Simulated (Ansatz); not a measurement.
How far each method lies from UCCSDTQ for Ge2H (H-bridged), quartet

Geometry: that of the Ge2H (H-bridged), doublet, kept fixed. The doublet lies 1.5 eV lower here.

```xyz
3

Ge    0.0000   -0.4466    1.1824
Ge    0.0000   -0.4466   -1.1824
H     0.0000    0.8933    0.0000
```

Basis cc-pVDZ; Ansatz 0.2.0. Correlated methods freeze the noble-gas cores and the filled d shells of p-block atoms, which leaves 9 electrons in 31 orbitals. Prefix R: restricted or restricted open-shell reference; prefix U: unrestricted. Active spaces: valence = (9e, 9o) chosen from the atoms' valence shells. No spin–orbit coupling is included, and no scalar relativity.

Full CI isn't at hand for all of this; UCCSDTQ serves as the reference, and is uncertain by about the last step of the cluster series. The frozen core follows each run's orbitals, which can shift R against U totals by a few meV for light atoms and by up to 0.1 eV past Ca.

* UHF ⟨S²⟩: 3.798
* T1 diagnostic (RCCSD): 0.0240
* largest doubles amplitude (RCCSD): 0.066
* T1 diagnostic (UCCSD): 0.0222

**Question.** From what is known of these methods and the diagnostics, rank them by the size of their error in total energy against UCCSDTQ in cc-pVDZ, smallest first (an estimate: the text doesn't fix the numbers).
A. UCCSDT
B. UHF
C. UCCSD(T)
D. UMP2
E. UCCSDT(Q)

**Answer.** E (0.04 mEh), A (0.38 mEh), C (1.68 mEh), D (38.77 mEh), B (161.34 mEh).

All errors are against UCCSDTQ in cc-pVDZ. Within each family the higher level lies nearer, as is usual though not guaranteed.

Natural occupations of CASSCF (valence space) about the gap: 1.986 1.958 1.941 1.005 1.003 0.996 0.050 0.035 0.026; effectively unpaired electrons, Σ n²(2−n)², 3.04.
